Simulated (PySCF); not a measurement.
**SiS+: bond curves at several levels of theory**

The task here is to estimate one member of a computed series from the others.

Program: PySCF 2.14.0. Level of theory: Si pcseg-1, S pcseg-1, no relativity. These are calculated values, not measurements.

The first run:

A driver script around PySCF takes these settings:

| Property | Result |
| --- | --- |
| atoms | Si, S |
| charge | 1 |
| basis | Si pcseg-1, S pcseg-1 |
| Hamiltonian | no relativity |
| basis functions | 36 |
| electrons treated | 29 |
| masses in u | 27.9769, 31.9721 |
| levels | PBE0, PBE, r²SCAN, BP86, r²SCAN0, MN15, HF, MP2, SCS-MP2, CCSD, CCSD(T) |
| grid | 80 radial by 434 angular points |
| occupations | held fixed by the projection of orbital angular momentum |
| dissociation limit | Si+ + S, each in its ground configuration |
| starting distance in angstrom | 2.200 |
| values of 2S to try | 1, 3 |

Started as:

```sh
$ OMP_NUM_THREADS=1 python dia.py task.json out
```

Steps of the session up to this table: Input; The PBE0 curve of the state that the search chose; Other states along the same grid; PBE; r²SCAN (meta-GGA); BP86; r²SCAN0; MN15 (hybrid meta-GGA); UHF (mean field); Adding correlation.

One of the session's tables, all rows but one given; the rest of the session is left out.

Energy (eV) from each level's lowest point:

```
R (Å)    UHF  UHF-MP2  UHF-SCS-MP2  UHF-CCSD  UHF-CCSD(T)
1.795  1.154    1.234        1.245       n/a          n/a
1.878  0.475    0.529        0.537     0.543        0.576
1.962      ?        ?            ?         ?            ?
2.024  0.011    0.026        0.029     0.031        0.042
2.087  0.000    0.000        0.000     0.000        0.000
2.150  0.064    0.050        0.047     0.044        0.032
2.233  0.236    0.204        0.195     0.188        0.159
2.337  0.542    0.489        0.474     0.456        0.404
2.463  0.980    0.921        0.897     0.847        0.766
2.630  1.533    1.756        1.723       n/a          n/a
```

Q: Estimate the row for R (Å) = 1.962 from the others.

Worked estimate for «UHF». A straight line through the neighbours (1.878, 0.475) and (2.024, 0.011) gives 0.475 + (0.011 − 0.475) × (1.962 − 1.878) / (2.024 − 1.878) = 0.208; a parabola fitted to 4 rows on both sides gives 0.104.

**Answer.** UHF: 0.121; UHF-MP2: 0.152; UHF-SCS-MP2: 0.157; UHF-CCSD: 0.161; UHF-CCSD(T): 0.182. In «UHF» the line misses by +0.087 and the parabola by -0.017.

State 2 has its PBE0 minimum 0.07 eV higher. State 3 has its PBE0 minimum 2.64 eV higher. The other levels ran on the lowest alone.
